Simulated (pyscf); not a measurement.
One four-centre exchange on the doublet surface with elements of a group swapped. ωB97M-D3(BJ)/def2-TZVP, kcal/mol, from the separated reactants. Structures and frequencies: ωB97X-D3(BJ)/def2-SVP in PySCF.

```tsv
step	barrier	reaction energy	imaginary mode (i cm⁻¹)
`[NH2][SiH2]` [doublet] + `[ClH]` -> `[SiH2][Cl]` [doublet] + `[NH3]`	2.0	-11.0	805
`[NH2][SiH2]` [doublet] + `[FH]` → `[F][SiH2]` [doublet] + `[NH3]`	[?]	[?]	799
`[NH2][GeH2]` [doublet] + `[ClH]` → `[Cl][GeH2]` [doublet] + `[NH3]`	-1.4	-16.4	605
`[NH2][GeH2]` [doublet] + `[FH]` → `[F][GeH2]` [doublet] + `[NH3]`	1.8	-12.0	739
```

What belongs in the gaps?


- `[NH2][SiH2]` [doublet] + `[FH]` → `[F][SiH2]` [doublet] + `[NH3]`, barrier: 4.3
- `[NH2][SiH2]` [doublet] + `[FH]` → `[F][SiH2]` [doublet] + `[NH3]`, reaction energy: -17.4

Row 1: On the reactant side the descent ends in a complex, 4.4 kcal/mol under the separated species and 5.3 kcal/mol under the saddle at ωB97X-D3(BJ)/def2-TZVP. On the product side the descent ends in an adduct with a N–Si contact, 1.4 kcal/mol under the separated species and 14.6 kcal/mol under the saddle at ωB97X-D3(BJ)/def2-TZVP. Row 2: On the reactant side the descent ends in a complex, 7.2 kcal/mol under the separated species and 12.1 kcal/mol under the saddle at ωB97X-D3(BJ)/def2-TZVP. On the product side the descent ends in a complex (not fully relaxed), 4.4 kcal/mol under the separated species and 25.9 kcal/mol under the saddle at ωB97X-D3(BJ)/def2-TZVP. Row 3: On the reactant side the descent ends in a complex, 5.0 kcal/mol under the separated species and 2.4 kcal/mol under the saddle at ωB97X-D3(BJ)/def2-TZVP. On the product side the descent ends in a complex (not fully relaxed), 4.3 kcal/mol under the separated species and 19.2 kcal/mol under the saddle at ωB97X-D3(BJ)/def2-TZVP. Row 4: On the reactant side the descent ends in a bound adduct, 8.2 kcal/mol under the separated species and 9.9 kcal/mol under the saddle at ωB97X-D3(BJ)/def2-TZVP. On the product side the descent ends in a complex, 5.2 kcal/mol under the separated species and 18.0 kcal/mol under the saddle at ωB97X-D3(BJ)/def2-TZVP. Each row is the saddle that its search found. Elements up to Kr have no core potential and no relativistic terms here.
